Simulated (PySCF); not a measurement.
Isomers of C4H8, one conformer each. Method used: core-valence-separated Tamm–Dancoff BHandHLYP/aug-pcX-1 (pcseg-1 on H) in PySCF, non-relativistic, gas phase, PBE0-D3(BJ)/def2-SVP geometry. The energies are unshifted.

P. `C/C=C\C`
Q. `C=C(C)C`

Main lines, eV (oscillator strength):
1. C K: 282.9 (0.124), 285.5 (0.014), 285.7 (0.035), 285.9 (0.015), 286.1 (0.047)
2. C K: 282.8 (0.054), 282.9 (0.068), 285.5 (0.018), 285.5 (0.010), 285.6 (0.016)
Listed: the first five lines at most of each edge with a tenth or more of its strongest line's intensity; roots within 0.03 eV on the same or equivalent atoms are summed. Only the lowest roots were sought, and the top ones are left out.

Q: Which spectrum belongs to which isomer?

A: 1 = P, 2 = Q.
- P: first C line listed at 282.9 eV, hole on the alkene CH carbon.
- Q: first C line listed at 282.8 eV, hole on the terminal =CH2 carbon (1s→π*).

Q: What are the ground-state energies of the isomers at BHandHLYP/aug-pcX-1 (pcseg-1 on H), relative to the lowest?

A: P 10.5, Q 0.0 kJ/mol (electronic energies on these geometries, no dispersion or zero-point terms).
